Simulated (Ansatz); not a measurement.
**Si2H5 (doublet): from Hartree-Fock to the top rungs at distance Si1–H5 along a hydrogen transfer = 2.098 Å, cc-pVDZ**

An exercise on one series of results from a longer session: the logs are not shown, and one member is left open.

The runs use Ansatz 0.2.0, Gaussian basis; cc-pVDZ, core rule «outside noble gas», up to 10 orbitals frozen.

The runs, in order: UHF; CCSD(T) on ROHF; CCSD(T) on UHF; BCCD(T) on ROHF; CISD; CCSDT(Q) on ROHF; CCSDT(Q) on UHF; CASSCF and MRCISD+Q, 3 electrons in 3 orbitals; CASSCF and NEVPT2, 3 electrons in 3 orbitals.

**The system**

The geometry derives from fragments relaxed apart (PBE0/def2-TZVP) and kept rigid, so it is no stationary point. A hydrogen atom is moved between rigid fragments.

7 atoms, charge 0, spin multiplicity 2.

Atoms are counted from 1 here; the program's logs count them from 0.

Bond lengths: Si1–H2 1.485 Å, Si1–H3 1.485 Å, Si1–H4 1.485 Å, H5–Si6 1.686 Å, Si6–H7 1.532 Å. Angles: H2–Si1–H3 109.5°, H2–Si1–H4 109.5°, H3–Si1–H4 109.5°, H5–Si6–H7 105.0°.

Set-up of the first run:

Contents of in.yaml:

```yaml
crystal:
  periodic: [false, false, false]
  atoms:
    - {symbol: Si, position_ang: [-1.815163, 0.024363, 0.000001]}
    - {symbol: H, position_ang: [-2.310035, 1.424071, 0.000001]}
    - {symbol: H, position_ang: [-2.310034, -0.675491, 1.212183]}
    - {symbol: H, position_ang: [-2.310035, -0.675491, -1.212182]}
    - {symbol: H, position_ang: [0.282837, 0.024363, 0.000000]}
    - {symbol: Si, position_ang: [1.968837, 0.024363, -0.000001]}
    - {symbol: H, position_ang: [2.365271, -1.455151, -0.000001]}
basis:
  gaussian: {orbitals: cc-pVDZ}
magnetization: {spin_polarized: true, initial_magnetization: 1}
hamiltonian: {xc: hf}
output: {orbitals: {seedname: orbitals}}
```

Launch:

```console
$ ansatz run in.yaml --threads 1 --pin off --events-out ev --progress --plain --max-ram 4096MiB --backend cpu
```

Among the steps run: UHF; CCSD(T) on ROHF; CCSD(T) on UHF; BCCD(T) on ROHF; CISD; CCSDT(Q) on ROHF; CCSDT(Q) on UHF; CASSCF and MRCISD+Q, 3 electrons in 3 orbitals; CASSCF and NEVPT2, 3 electrons in 3 orbitals.

One table of the session follows, with a row left open; its other results are not shown here.

It belongs to the step «Misses and costs». 

| method | from UCCSDT(Q) (meV) |
| --- | --- |
| ROHF | +7056.6 |
| UHF | +6747.9 |
| RMP2 | +1718.6 |
| UMP2 | +1815.1 |
| CISD | ? |
| RCCSD | +205.8 |
| UCCSD | +216.9 |
| RCCSD(T) | +46.1 |
| UCCSD(T) | +56.8 |
| BCCD(T) | +46.0 |
| RCCSDT | +6.5 |
| UCCSDT | +7.6 |
| RCCSDT(Q) | +0.1 |
| UCCSDT(Q) | 0 |

Q: Estimate the row for CISD from the others.

The run gave: from UCCSDT(Q) (meV): +936.0. In the column «from UCCSDT(Q) (meV)» it lies between UCCSD (+216.9) and RMP2 (+1718.6).

Limits of these values: Left out of the table: CASSCF pair, NEVPT2 pair, MRCISD pair, MRCISD+Q pair (the active space lost an orbital or holds another state than full CI finds). Restricted and unrestricted rows rest on different reference determinants; where their highest levels disagree by more than a few hundredths of an eV, they describe different states and don't form one ladder. Warnings in the runs' records: passed over end.
